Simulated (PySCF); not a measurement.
## Simulated absorption spectrum

C5H7 (charge +1).
Z-matrix (Å and degrees, GFN2-xTB geometry), rows numbered from 1:
```
C 
C   1  1.3828
C   2  1.4562  1  111.10
C   3  1.5230  2  104.46  1    -0.06
C   1  1.3827  2  108.87  3     0.01
H   1  1.0757  2  125.57  3  -179.99
H   2  1.0787  1  125.21  3   179.99
H   3  1.0969  2  111.04  1  -122.77
H   3  1.0970  2  111.08  1   122.59
H   4  1.0970  3  113.45  2  -120.96
H   4  1.0969  3  113.49  2   121.16
H   5  1.0786  1  125.21  2  -179.97
```

Method: TDDFT CAM-B3LYP/def2-SVPD, vertical, gas phase, core orbitals frozen in the response in PySCF.

Broadening: Gaussians 0.5 eV wide at half height, area fixed by f = 4.319×10⁻⁹ ∫ε dν̃. The cross-section is σ = 3.8235×10⁻²¹ ε cm², given in Mb (10⁻¹⁸ cm²). The width is an assumption, not a result. The curve ends short of the highest state used, and states not computed would add to its high-energy end.

E (eV), σ (Mb) and a bar:
```
     4.54       0.08 
     4.73       1.23 #
     4.91       8.13 ######
     5.09      26.16 ###################
     5.27      41.04 ##############################
     5.46      30.27 ######################
     5.64      10.85 ########
     5.82       1.94 #
     6.00       0.50 
     6.19       2.09 ##
     6.37       8.84 ######
     6.55      21.40 ################
     6.73      26.24 ###################
     6.92      15.07 ###########
     7.10       4.27 ###
     7.28       0.59 
     7.46       0.04 
     7.65       0.00 
     7.83       0.00 
     8.01       0.00 
     8.19       0.00 
     8.38       0.01 
     8.56       0.31 
     8.74       3.41 ##
```

Question: Locate the maxima and give the states behind the curve.

Answer: 234 nm (5.29 eV), ε about 11000, made up of S1 (100%); 185 nm (6.69 eV), ε about 7000, made up of S6 (97%) (ε in L mol⁻¹ cm⁻¹; maxima over ε = 5, shares over 10%). At its high-energy end, 8.74 eV, the curve is still rising (ε about 890, from S7). The states used: S1 5.29 eV (f 0.200); S2 5.74 eV (f 0.0000); S3 6.22 eV (f 0.0000); S4 6.29 eV (f 0.0025); S5 6.62 eV (f 0.0039); S6 6.70 eV (f 0.125); S7 9.25 eV (f 0.285); S8 9.34 eV (f 0.014).

Question: Coming from long wavelengths, where does ε first pass 100 L mol⁻¹ cm⁻¹?

Answer: At about 267 nm (4.64 eV), 0.65 eV below S1.

Question: On this curve, what absorbance would a 10⁻⁴ mol/L sample give at 266 nm over a 1 cm path?

Answer: 266 nm is 4.661 eV, where ε is about 130 L mol⁻¹ cm⁻¹, so A = ε c l ≈ 0.013 (Beer–Lambert, with the gas-phase spectrum and the assumed width).

Question: What would ε be at 5.29 eV, the highest of these maxima, with half the width (0.25 eV)?

Answer: About 21600 L mol⁻¹ cm⁻¹ against 10800, a factor of about 2.00; a lone state at its own centre would give exactly 2.
